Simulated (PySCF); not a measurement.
Method: r2SCAN-D4/def2-TZVP in PySCF. Isolated molecules, 0 K electronic values unless said otherwise. One relaxed conformer stands for a flexible species; it need not be the lowest. Delta-SCF ions had no search for a lower state. 

Reference species (SMILES): `C` (neutral, multiplicity 1).

| Quantity | Result |
|---|---|
| HOMO | -9.81 eV |
| vertical ionisation energy (Delta-SCF) | 14.00 eV |

Changed species: `NCN` (2 of 4 H replaced by NH2; the reference has 0 of 4 H replaced by NH2).

### Question
Predict the effect on the HOMO and vertical ionisation energy (Delta-SCF).

### Answer
the HOMO goes up by 4.40 eV, to -5.41 eV; the vertical ionisation energy (Delta-SCF) falls by 5.20 eV, to 8.80 eV.
